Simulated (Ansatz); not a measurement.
**BH₆NSi (SMILES B[SiH2]N): functionals against CCSD(T) at one geometry**

A test off equilibrium: a frame of a short trajectory is computed at several levels, and each is set against CCSD(T).

The runs use Ansatz 0.2.0, Gaussian basis; single points in def2-TZVPP.

Cores are frozen in the correlated methods.

## Step 1: The system as given

SMILES `B[SiH2]N`, 9 atoms, charge 0, spin multiplicity 1.

Atoms are counted from 1 here; the program's logs count them from 0.

Bond lengths: B1–Si2 1.975 Å, B1–H4 1.151 Å, B1–H5 1.181 Å, Si2–N3 1.698 Å, Si2–H6 1.499 Å, Si2–H7 1.523 Å, N3–H8 1.040 Å, N3–H9 0.980 Å. Angles: Si2–B1–H4 129.6°, Si2–B1–H5 124.1°, H4–B1–H5 106.3°, B1–Si2–N3 115.1°, B1–Si2–H6 103.0°, B1–Si2–H7 109.8°, N3–Si2–H6 118.8°, N3–Si2–H7 104.8°, H6–Si2–H7 104.7°, Si2–N3–H8 116.9°, Si2–N3–H9 132.7°, H8–N3–H9 110.4°.

Coordinates:

```mol
BH6NSi
  3D, bonds by distance, orders not assigned

  9  8  0  0  0  0  0  0  0  0999 V2000
   -1.0374    0.8010   -1.0412 B   0  0
    0.5416    0.2368    0.0024 Si  0  0
    0.3401   -1.1895    0.9018 N   0  0
   -2.1413    0.4949   -0.9252 H   0  0
   -0.9943    1.5435   -1.9582 H   0  0
    0.9396    1.4922    0.7178 H   0  0
    1.7026   -0.0578   -0.9390 H   0  0
    1.1172   -1.8802    0.8699 H   0  0
   -0.3898   -1.5222    1.4648 H   0  0
  1  2  8  0
  1  4  8  0
  1  5  8  0
  2  3  8  0
  2  6  8  0
  2  7  8  0
  3  8  8  0
  3  9  8  0
M  END
```

## Step 2: PBE-D4/def2-TZVPP

File run/in.yaml:

```yaml
crystal:
  periodic: [false, false, false]
  atoms:
    - {symbol: B, position_ang: [-1.037384, 0.801034, -1.041210]}
    - {symbol: Si, position_ang: [0.541625, 0.236766, 0.002440]}
    - {symbol: N, position_ang: [0.340116, -1.189533, 0.901849]}
    - {symbol: H, position_ang: [-2.141289, 0.494896, -0.925167]}
    - {symbol: H, position_ang: [-0.994264, 1.543492, -1.958244]}
    - {symbol: H, position_ang: [0.939644, 1.492183, 0.717830]}
    - {symbol: H, position_ang: [1.702551, -0.057789, -0.938965]}
    - {symbol: H, position_ang: [1.117243, -1.880191, 0.869912]}
    - {symbol: H, position_ang: [-0.389789, -1.522233, 1.464760]}
basis:
  gaussian: {orbitals: def2-TZVPP}
hamiltonian: {xc: pbe, dispersion: d4}
output: {forces: true}
```

Run with:

```bash
> ansatz run in.yaml --threads 2 --pin off --events-out ev --progress --plain --max-ram 3481MiB
```

The program printed, cut to the lines that bear on the results:

```text
Functional definition: PBE
  name "PBE"
  cite "Perdew, Burke & Ernzerhof, Phys. Rev. Lett. 77, 3865 (1996) doi:10.1103/PhysRevLett.77.3865"
  parent pbe
[...]
966 factors; their error is unknown
[...]
mean field -10134.58560036 eV, -372.4391513444 hartree, gradient 1.5e-5 eV, S^2 0.000000; 0 other end points of the search recorded, 0 dependent functions left out
[...]
reference -10134.58564407 eV, -372.4391529508 hartree; 16, 16 occupied and 172, 172 virtual orbitals, 966 factors
Total energy: -10134.72256788 eV, -372.4441848079 hartree
Atom 0 at    -1.037384     0.801034    -1.041210 Å, force     0.457762     0.211609    -0.351628 eV/Å
Atom 1 at     0.541625     0.236766     0.002440 Å, force     0.229356     0.368453    -0.805585 eV/Å
Atom 2 at     0.340116    -1.189533     0.901849 Å, force     2.227091    -1.114061    -0.500187 eV/Å
Atom 3 at    -2.141289     0.494896    -0.925167 Å, force    -1.228849    -0.632043     0.591256 eV/Å
Atom 4 at    -0.994264     1.543492    -1.958244 Å, force     0.518719     0.500761    -0.404509 eV/Å
Atom 5 at     0.939644     1.492183     0.717830 Å, force     0.100681     0.121361     0.274224 eV/Å
Atom 6 at     1.702551    -0.057789    -0.938965 Å, force    -0.237005     0.067303     0.240823 eV/Å
Atom 7 at     1.117243    -1.880191     0.869912 Å, force    -0.776345     0.699542     0.127225 eV/Å
Atom 8 at    -0.389789    -1.522233     1.464760 Å, force    -1.291411    -0.222925     0.828382 eV/Å
Dipole moment:    -0.039212    -0.272953     0.169284 e Å
```

It took 1.6 s on 2 threads of Intel Xeon Platinum 8488C, shared host; peak memory 0.2 GiB.

## Step 3: r2SCAN-D4/def2-TZVPP

Edit run/in.yaml of step 2 so:

```diff
@@ -14,3 +14,3 @@
   gaussian: {orbitals: def2-TZVPP}
-hamiltonian: {xc: pbe, dispersion: d4}
+hamiltonian: {xc: r2scan, dispersion: d4}
 output: {forces: true}
```

Run with:

```bash
> ansatz run in.yaml --threads 2 --pin off --events-out ev --progress --plain --max-ram 3481MiB
```

The program printed, cut to the lines that bear on the results:

```text
Functional definition: r2SCAN
  name "r2SCAN"
  cite "Furness, Kaplan, Ning, Perdew & Sun, J. Phys. Chem. Lett. 11, 8208 (2020) doi:10.1021/acs.jpclett.0c02405"
  cite "Furness, Kaplan, Ning, Perdew & Sun, J. Phys. Chem. Lett. 11, 9248 (2020) doi:10.1021/acs.jpclett.0c03077"
  parent r2scan
[...]
966 factors; their error is unknown
[...]
mean field -10139.89396148 eV, -372.6342300176 hartree, gradient 6.8e-6 eV, S^2 0.000000; 0 other end points of the search recorded, 0 dependent functions left out
[...]
reference -10139.89397520 eV, -372.6342305216 hartree; 16, 16 occupied and 172, 172 virtual orbitals, 966 factors
Total energy: -10139.92671733 eV, -372.6354337725 hartree
Atom 0 at    -1.037384     0.801034    -1.041210 Å, force     0.319732     0.259210    -0.454433 eV/Å
Atom 1 at     0.541625     0.236766     0.002440 Å, force     0.356684     0.241845    -0.723965 eV/Å
Atom 2 at     0.340116    -1.189533     0.901849 Å, force     2.256479    -1.154278    -0.481081 eV/Å
Atom 3 at    -2.141289     0.494896    -0.925167 Å, force    -1.074551    -0.596894     0.590945 eV/Å
Atom 4 at    -0.994264     1.543492    -1.958244 Å, force     0.530309     0.400201    -0.276561 eV/Å
Atom 5 at     0.939644     1.492183     0.717830 Å, force     0.048507    -0.047379     0.209155 eV/Å
Atom 6 at     1.702551    -0.057789    -0.938965 Å, force    -0.378533     0.102160     0.355029 eV/Å
Atom 7 at     1.117243    -1.880191     0.869912 Å, force    -1.021035     0.907348     0.145305 eV/Å
Atom 8 at    -0.389789    -1.522233     1.464760 Å, force    -1.037591    -0.112214     0.635606 eV/Å
Dipole moment:    -0.049666    -0.272082     0.169600 e Å
```

Wall time 2.5 s (2 threads of Intel Xeon Platinum 8488C, shared host); peak memory 0.22 GiB.

## Step 4: PBE0-D4/def2-TZVPP

Edit run/in.yaml of step 3 so:

```diff
@@ -14,3 +14,3 @@
   gaussian: {orbitals: def2-TZVPP}
-hamiltonian: {xc: r2scan, dispersion: d4}
-output: {forces: true}
+hamiltonian: {xc: pbe0, dispersion: d4}
+output: {forces: true, orbitals: {seedname: orbitals}}
```

Run with:

```bash
> ansatz run in.yaml --threads 2 --pin off --events-out ev --progress --plain --max-ram 3481MiB
```

The program printed, cut to the lines that bear on the results:

```text
Functional definition: PBE0
  name "PBE0"
  cite "Adamo & Barone, J. Chem. Phys. 110, 6158 (1999) doi:10.1063/1.478522"
[... 2 set-up lines as earlier in the session ...]
[...]
969 factors; their error is unknown
[...]
mean field -10135.84411463 eV, -372.4854008908 hartree, gradient 4.1e-5 eV, S^2 0.000000; 0 other end points of the search recorded, 0 dependent functions left out
[...]
reference -10135.84414722 eV, -372.4854020884 hartree; 16, 16 occupied and 172, 172 virtual orbitals, 969 factors
Total energy: -10135.95892367 eV, -372.4896200450 hartree
Atom 0 at    -1.037384     0.801034    -1.041210 Å, force     0.292978     0.256849    -0.478570 eV/Å
Atom 1 at     0.541625     0.236766     0.002440 Å, force     0.406990     0.221418    -0.664127 eV/Å
Atom 2 at     0.340116    -1.189533     0.901849 Å, force     2.278741    -1.196611    -0.475970 eV/Å
Atom 3 at    -2.141289     0.494896    -0.925167 Å, force    -1.099389    -0.608754     0.600930 eV/Å
Atom 4 at    -0.994264     1.543492    -1.958244 Å, force     0.539993     0.414595    -0.291718 eV/Å
Atom 5 at     0.939644     1.492183     0.717830 Å, force     0.042572    -0.056404     0.220245 eV/Å
Atom 6 at     1.702551    -0.057789    -0.938965 Å, force    -0.377653     0.089265     0.341214 eV/Å
Atom 7 at     1.117243    -1.880191     0.869912 Å, force    -1.062389     0.964970     0.133009 eV/Å
Atom 8 at    -0.389789    -1.522233     1.464760 Å, force    -1.021844    -0.085325     0.614987 eV/Å
Dipole moment:    -0.053627    -0.264601     0.161143 e Å
```

It took 2.2 s on 2 threads of Intel Xeon Platinum 8488C, shared host; peak memory 0.37 GiB.

## Step 5: wB97M-V/def2-TZVPP

Edit run/in.yaml of step 4 so:

```diff
@@ -14,3 +14,3 @@
   gaussian: {orbitals: def2-TZVPP}
-hamiltonian: {xc: pbe0, dispersion: d4}
-output: {forces: true, orbitals: {seedname: orbitals}}
+hamiltonian: {xc: {name: wB97M-V}}
+output: {forces: true}
```

Run with:

```bash
> ansatz run in.yaml --threads 2 --pin off --events-out ev --progress --plain --max-ram 3481MiB
```

The program printed, cut to the lines that bear on the results:

```text
Functional definition: wB97M-V
  name "wB97M-V"
  cite "Mardirossian & Head-Gordon, J. Chem. Phys. 144, 214110 (2016) doi:10.1063/1.4952647"
  cite "Becke, J. Chem. Phys. 107, 8554 (1997) doi:10.1063/1.475007"
  cite "Vydrov & Van Voorhis, J. Chem. Phys. 133, 244103 (2010) doi:10.1063/1.3521275"
  # Of w^i u^j: cxij and so on, Table III.
[...]
  gx(w, u) = 1 - cx + cx01*u + cx10*w
  gss(w, u) = css00 + css04*u^4 + css10*w + css20*w^2 + css43*w^4*u^3
  gos(w, u) = cos00 + cos10*w + (cos20 + cos21*u)*w^2 + (cos60 + cos61*u)*w^6
[...]
      + integral(e_c_pw_mod_opposite_spin*gos(b97_w_opposite, b97_u_opposite)) + vv10(b, c)
969 factors; their error is unknown
254 factors; integrals over basis functions are off by at most 1.3e-5 eV
[...]
Total energy: -10140.13773646 eV, -372.6431885827 hartree
Atom 0 at    -1.037384     0.801034    -1.041210 Å, force     0.172907     0.282778    -0.550618 eV/Å
Atom 1 at     0.541625     0.236766     0.002440 Å, force     0.564692     0.437120    -0.754198 eV/Å
Atom 2 at     0.340116    -1.189533     0.901849 Å, force     2.242083    -1.234254    -0.435136 eV/Å
Atom 3 at    -2.141289     0.494896    -0.925167 Å, force    -0.943599    -0.566483     0.584632 eV/Å
Atom 4 at    -0.994264     1.543492    -1.958244 Å, force     0.537571     0.320180    -0.173342 eV/Å
Atom 5 at     0.939644     1.492183     0.717830 Å, force    -0.008227    -0.207589     0.147302 eV/Å
Atom 6 at     1.702551    -0.057789    -0.938965 Å, force    -0.497665     0.109835     0.434578 eV/Å
Atom 7 at     1.117243    -1.880191     0.869912 Å, force    -1.049863     0.950348     0.131623 eV/Å
Atom 8 at    -0.389789    -1.522233     1.464760 Å, force    -1.017898    -0.091934     0.615159 eV/Å
Dipole moment:    -0.061884    -0.267914     0.164266 e Å
```

Wall time 5.5 s (2 threads of Intel Xeon Platinum 8488C, shared host); peak memory 0.48 GiB.

## Step 6: CCSD(T)/def2-TZVPP

Edit run/in.yaml of step 5 so:

```diff
@@ -14,3 +14,3 @@
   gaussian: {orbitals: def2-TZVPP}
-hamiltonian: {xc: {name: wB97M-V}}
+correlation: {method: ccsd_t}
 output: {forces: true}
```

Run with:

```bash
> ansatz run in.yaml --threads 2 --pin off --events-out ev --progress --plain --max-ram 3481MiB
```

The program printed, cut to the lines that bear on the results:

```text
Functional definition: HF
  name "HF"
  cite "Fock, Z. Phys. 61, 126 (1930) doi:10.1007/BF01340294"
[... 1 set-up line as earlier in the session ...]
[...]
1076 factors; integrals over basis functions are off by at most 1.2e-3 eV
[...]
mean field -10111.30704445 eV, -371.5836801935 hartree, gradient 3.6e-6 eV, S^2 0.000000; 0 other end points of the search recorded, 0 dependent functions left out
7 core orbitals not correlated: weight in the atoms' cores, before any rotation towards them, 1.000 or more for the frozen orbitals, at most 0.000 for the correlated occupied ones
reference -10111.30704445 eV, -371.5836801935 hartree; 9, 9 occupied and 172, 172 virtual orbitals, 1076 factors
second order -12.05547722 eV of doubles, -0.00000000 eV of singles
cycle   1  -12.85008674 eV  change   -7.9e-1 eV  update   7.5e-2
[...]
cycle  12  -13.26468389 eV  change   -2.5e-6 eV  update   2.7e-6
perturbative correction -0.44075300 eV, -0.0161973740 hartree
[...]
working
working
working
Total energy: -10125.01248134 eV, -372.0873457094 hartree
Atom 0 at    -1.037384     0.801034    -1.041210 Å, force     0.095784     0.302334    -0.607715 eV/Å
Atom 1 at     0.541625     0.236766     0.002440 Å, force     0.691970     0.444133    -0.694461 eV/Å
Atom 2 at     0.340116    -1.189533     0.901849 Å, force     2.216538    -1.304349    -0.408599 eV/Å
Atom 3 at    -2.141289     0.494896    -0.925167 Å, force    -1.071895    -0.611532     0.615224 eV/Å
Atom 4 at    -0.994264     1.543492    -1.958244 Å, force     0.558399     0.401676    -0.269410 eV/Å
Atom 5 at     0.939644     1.492183     0.717830 Å, force     0.016586    -0.159126     0.187712 eV/Å
Atom 6 at     1.702551    -0.057789    -0.938965 Å, force    -0.449208     0.096337     0.399842 eV/Å
Atom 7 at     1.117243    -1.880191     0.869912 Å, force    -1.029349     0.931214     0.139669 eV/Å
Atom 8 at    -0.389789    -1.522233     1.464760 Å, force    -1.028824    -0.100687     0.637738 eV/Å
Dipole moment:    -0.061256    -0.261979     0.160700 e Å
```

Run time: 3.4 min. Hardware: 2 threads of Intel Xeon Platinum 8488C, shared host; peak memory 2 GiB.

## Step 7: Side by side

```csv
method,RMS force component (eV/Å),RMS error against CCSD(T) (eV/Å),angle to CCSD(T) forces (°),dipole (D)
PBE-D4,0.729,0.187,14.6,1.55
r2SCAN-D4,0.716,0.102,7.9,1.56
PBE0-D4,0.725,0.093,7.2,1.51
wB97M-V,0.724,0.055,4.2,1.54
CCSD(T),0.738,reference,reference,1.51
```

Energy less the free neutral atoms in their ground states at the same level (atoms from separate runs):

Differences are taken before rounding.

| method | rung | energy less atoms (kcal/mol) | from CCSD(T) (kcal/mol) |
| --- | --- | --- | --- |
| PBE-D4 | GGA | -678.6 | -21.6 |
| r2SCAN-D4 | meta-GGA | -675.7 | -18.8 |
| PBE0-D4 | hybrid | -672.6 | -15.6 |
| wB97M-V | range-separated hybrid | -680.1 | -23.1 |
| Hartree-Fock | wavefunction | -501.3 | +155.6 |
| MP2 | wavefunction | -657.3 | -0.4 |
| CCSD | wavefunction | -650.6 | +6.4 |
| CCSD(T) | wavefunction | -657.0 | 0 |

Cost and force error (times from a shared host):

```
   method     time  RMS force error (eV/Å)
   PBE-D4    1.6 s                   0.187
r2SCAN-D4    2.5 s                   0.102
  PBE0-D4    2.2 s                   0.093
  wB97M-V    5.5 s                   0.055
  CCSD(T)  3.4 min                       0
```

## Step 8: Summary of results

| quantity | value |
| --- | --- |
| energy less free atoms, CCSD(T)/def2-TZVPP | -657.0 kcal/mol |
| RMS force component | 0.716 to 0.738 eV/Å over the methods |
| RMS force error | PBE-D4 0.187, r2SCAN-D4 0.102, PBE0-D4 0.093, wB97M-V 0.055 eV/Å |
| HOMO and LUMO, PBE0-D4 | -7.13 and -2.12 eV |
| T1 diagnostic | 0.011 |

**Reading.** Against CCSD(T) the functionals' energies less atoms differ by -23.1 to -15.6 kcal/mol, PBE-D4 by -21.6 kcal/mol. CCSD(T) in triple zeta still lacks some correlation energy of the bonds, so part of these gaps is its own basis error and they don't rank the functionals. The forces of wB97M-V come nearest to CCSD(T), those of PBE-D4 are farthest. Frozen-core CCSD(T) forces in triple zeta carry basis errors of their own, and this is one geometry, so small gaps rank nothing.
